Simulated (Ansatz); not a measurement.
# CH8Si2 (SMILES [SiH3]C[SiH3]): methods side by side

CH8Si2 has 11 atoms, charge 0, and is taken as a singlet. As SMILES, `[SiH3]C[SiH3]`. The shape was relaxed beforehand at r2SCAN/def2-SVP.

Each level gives the adiabatic electron affinity (to the doublet anion, shapes relaxed at r2SCAN/def2-SVP, no zero-point term) (eV). The values are calculated.

The electron affinity is E(neutral) − E(anion): positive where the electron is bound.

```tsv
level	kind	program	value (eV)	less CCSD(T)/def2-SVP	CPU time (all runs)
HF/def2-SVP	Hartree–Fock	Ansatz	-2.37	-0.42	1.7 s
SVWN5/def2-SVP	LDA	Ansatz	-1.32	+0.63	2 s
PBE/def2-SVP	GGA	Ansatz	-1.39	+0.56	3.1 s
r2SCAN/def2-SVP	meta-GGA	Ansatz	-1.40	+0.55	7.3 s
PBE0-D4/def2-SVP	global hybrid	Ansatz	-1.42	+0.53	4.3 s
CAM-B3LYP/def2-SVP	range-separated hybrid	Ansatz	-1.64	+0.31	5.2 s
B2PLYP/def2-SVP	double hybrid	Ansatz	-1.80	+0.15	5.5 s
RPA@PBE/def2-SVP	RPA	Ansatz	-1.76	+0.19	4.8 s
CCSD(T)/def2-SVP	coupled cluster or CI	Ansatz	-1.95	0.00	16 s
```

CCSD(T)/def2-SVP is the highest level here, not the true value. The values span -2.37 to -1.32 eV. Negative values mean that the anion is unbound at that level; they are set by how diffuse the basis is and aren't properties of the molecule. Times are those of the runs behind each value, whatever else they computed, on shared processors of several kinds: orders of magnitude only.
